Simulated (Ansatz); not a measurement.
Total energies of C2H4FO (`[O]CCF`) radical.

Z-matrix (Å, degrees):
```
C
C 1 1.510
O 1 1.357 2 115.7
H 1 1.105 2 110.7 3 -124.7
H 1 1.108 2 109.9 3 121.2
F 2 1.380 1 109.8 3 72.2
H 2 1.094 1 110.3 3 -47.0
H 2 1.095 1 110.7 3 -168.6
```

The species carries charge 0 and has multiplicity 2. The structure was optimised at the PBE0-D4/def2-TZVP level. It is one conformer, not always the lowest. Basis def2-TZVPP, Ansatz.

RPA on PBE orbitals: Hartree–Fock energy of these orbitals -252.36027 Eh, correlation -1.26517 Eh (frozen core).

| functional | energy without D4 (Eh) | D4 term (kJ/mol) |
| --- | --- | --- |
| LDA (SPW92) | -251.78913 | – |
| PBE | -253.42783 | -9.3 |
| revPBE | -253.62793 | -35.7 |
| BLYP | -253.65199 | -21.4 |
| r2SCAN | -253.58316 | -2.3 |
| B97M-V | -253.64848 | – |
| PBE0 | -253.43823 | -7.6 |
| B3LYP | -253.71388 | -14.8 |
| r2SCANh | -253.57040 | -2.3 |
| r2SCAN0 | -253.55245 | -2.5 |
| HSE06 (plane-wave form) | -253.42620 | -6.9 |
| BHLYP | -253.59065 | -9.6 |
| CAM-B3LYP | -253.61984 | -7.5 |
| LC-ωPBE | -253.56094 | – |
| ωB97X-V | -253.62511 | – |
| ωB97M-V | -253.61848 | – |
| B2PLYP | -253.53079 | – |
| PBE-QIDH | -253.39918 | – |

B3LYP takes the VWN-RPA correlation (the form of Gaussian; ORCA's B3LYP/G). HSE06 is the plane-wave form, built on full-range PBE exchange. The double hybrids freeze the cores in their second-order part.

LC-ωPBE has ω = 0.4 bohr⁻¹.
